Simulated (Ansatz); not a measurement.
# Two structures, one formula

Two relaxed structures of BH4S (charge +1), closed shell (PBE0-D4/def2-TZVP; forces vanish, vibrations not checked).

A:

```json
{"atom": "B1", "x (Å)": "-0.1086", "y (Å)": "-0.7368", "z (Å)": "-0.1024"}
{"atom": "S2", "x (Å)": "0.2262", "y (Å)": "0.9339", "z (Å)": "-0.3169"}
{"atom": "H3", "x (Å)": "-0.6080", "y (Å)": "-1.5461", "z (Å)": "-0.8036"}
{"atom": "H4", "x (Å)": "0.3718", "y (Å)": "-0.9750", "z (Å)": "1.1898"}
{"atom": "H5", "x (Å)": "0.0734", "y (Å)": "-1.6900", "z (Å)": "0.9109"}
{"atom": "H6", "x (Å)": "0.7963", "y (Å)": "1.2130", "z (Å)": "0.8749"}
```

B:

```tsv
atom	x (Å)	y (Å)	z (Å)
B1	0.0140	-0.9114	0.0044
S2	0.4275	0.8960	-0.3386
H3	-0.7104	-1.4080	-0.7865
H4	0.5875	-1.3806	0.9251
H5	-0.7739	1.3890	-0.7137
H6	0.4553	1.4150	0.9093
```

Computed with Ansatz 0.2.0 (basis: def2-TZVPP); correlated methods freeze the cores. B3LYP uses VWN-RPA correlation.

(1) Which structure is lower at CCSD(T), and by how much? (An estimate is asked for; the value comes from the calculation.)

The T1 diagnostic stays at or below 0.018.

Results:

(1) By the calculation: B, by 20.08 kcal/mol (electronic energy, against the other). By their contacts, A is BH₄S ([SH][BH]1[H][H]1), total charge +1 and B is BH₄S ([BH2][SH2]), total charge +1.

All methods give the same order:

```tsv
method	E(B) − E(A) (kcal/mol)
PBE-D4	-14.74
r2SCAN-D4	-17.09
PBE0-D4	-18.26
B3LYP-D4	-19.34
wB97M-V	-19.69
HF	-30.65
MP2	-19.59
CCSD	-22.13
CCSD(T)	-20.08
```

Labels in which every atom is bracketed show which atoms are joined, not bond orders.

For scale, one of the runs: CCSD(T)/def2-TZVPP, 129 basis functions, launched by `ansatz run in.yaml --threads 2 --pin off --events-out ev --progress --plain --max-ram 4352MiB`. Hardware: 2 CPU threads of an Arm Neoverse V2, shared host. Wall time about 3.2 s.
